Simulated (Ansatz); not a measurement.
Calculated with Ansatz (gas phase, PBE0-D4/def2-TZVP geometries, no zero-point term in ΔE). CCSD(T)/CBS is the MP2 limit (def2-TZVPP, def2-QZVPP) plus CCSD(T) − MP2 in def2-TZVPP, frozen cores. This one scheme is used for every species. DFT in def2-TZVPP. B3LYP here is the variant with VWN-RPA as its local correlation; programs differ in this. One conformer a species, not always the lowest.

`COC1CO1` + H–F → `FC1CO1` + CH₃OH  (substitution at a C–O bond)

| level | ΔE (kcal/mol) | difference from CCSD(T)/CBS |
| --- | --- | --- |
| PBE-D4 | 3.4 | -2.1 |
| r2SCAN-D4 | 3.1 | -2.4 |
| B3LYP-D4 | 3.4 | -2.1 |
| ωB97X-V | 3.2 | -2.3 |
| PBE | 2.3 | -3.2 |
| r2SCAN | 2.8 | -2.7 |
| PBE0 | 2.9 | -2.6 |
| B3LYP | 1.8 | -3.7 |
| HF/def2-TZVPP | 1.4 | -4.1 |
| SCS-MP2/def2-TZVPP | 5.1 | -0.4 |
| CCSD/def2-TZVPP | 4.5 | -1.0 |
| CCSD(T)/def2-TZVPP | 5.1 | -0.4 |
| HF/def2-QZVPP | 1.4 | -4.1 |
| SCS-MP2/def2-QZVPP | 5.4 | -0.1 |
| HF/CBS(def2) | 1.4 | -4.1 |
| MP2/CBS(def2) | 7.0 | 1.5 |
| CCSD(T)/CBS | 5.5 | 0 |

Largest T1 diagnostic among the species: 0.012.

In def2-TZVPP, CCSD(T) changes the Hartree–Fock value by +3.7 kcal/mol (the triples alone add +0.5 kcal/mol) and MP2 by +5.1 kcal/mol. The D4 term adds +1.7 kcal/mol with B3LYP and +0.9 kcal/mol with PBE0; it sums over pairs of atoms, weighted by their polarisabilities, and B3LYP, whose exchange is more repulsive, gets the larger term.
